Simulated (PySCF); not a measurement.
**C₂HF₂−, a complex of two parts: interaction energy**

What interaction energy should one expect for `C#CF` with `[F-]`?

Computed with PySCF 2.14.0; each step states its level. No surroundings beyond the atoms listed, unless a continuum is named. Atoms count from 0, parts from 1.

### Step 1. Starting point

5 atoms, charge -1, multiplicity 1; geometry: GFN2-xTB. Parts: 1 = atoms 0–3, `C#CF`, charge 0; 2 = atom 4, `[F-]`, charge -1.

### Step 2. Optimising the geometry at PBE0-D3(BJ)/def2-SVPD

Job settings and geometry (Å):

```
{"job": {"xc": "PBE0", "basis": "def2-SVPD", "d3": "d3bj", "grid": 2, "kind": "geom", "shake": 0.01}, "charge": -1, "multiplicity": 1, "parts": [{"atoms": "0-3", "charge": 0, "multiplicity": 1}, {"atoms": "4-4", "charge": -1, "multiplicity": 1}]}
C     -0.612796     0.223603    -0.186891
C      0.484246     0.018349     0.146681
F      1.722739    -0.231039     0.519026
H     -1.661671     0.464512    -0.515742
F     -3.105891     0.738098    -0.948742
```

On the command line:

```bash
> OMP_NUM_THREADS=1 python cluster_run.py task.json out
```

The driver reads the jobs from task.json and runs them one after another.

**Question.** The jobs that follow are: CCSD(T)/aug-cc-pVDZ and MP2/aug-cc-pVTZ counterpoise interaction energy, frozen core, gas phase. Predict: point group; rotational constants (main isotopes); interaction energy, CCSD(T) limit estimate; MP2/aug-cc-pVTZ; T1 diagnostic.

The runs gave:

| quantity | value |
| --- | --- |
| point group | Cinfv |
| rotational constants (main isotopes) | 1.95, 1.95 GHz |
| interaction energy, CCSD(T) limit estimate | -50.73 kcal/mol |
| MP2/aug-cc-pVTZ | -50.32 kcal/mol |
| T1 diagnostic | 0.0163 |

**Reading.** Over 12 steps the energy fell by 0.252 eV; of the bonds of the start, C0–H3 changed most, 1.125 to 1.353 Å. The interaction energy leaves out the deformation of the parts, 25.42 kcal/mol at MP2. So large a deformation means that the parts are far from their own minima, and the two numbers can't be added across methods. The estimate adds CCSD(T) less MP2 in the small basis (+0.44 kcal/mol) to extrapolated MP2. Hartree-Fock gives -53.32 against -50.73 kcal/mol, so correlation weakens the interaction of the frozen parts. Bonds changed on relaxing (an atom moved between the parts or a part rearranged), so the split into the original parts no longer fits, and the interaction energy is not that of the pair as drawn.
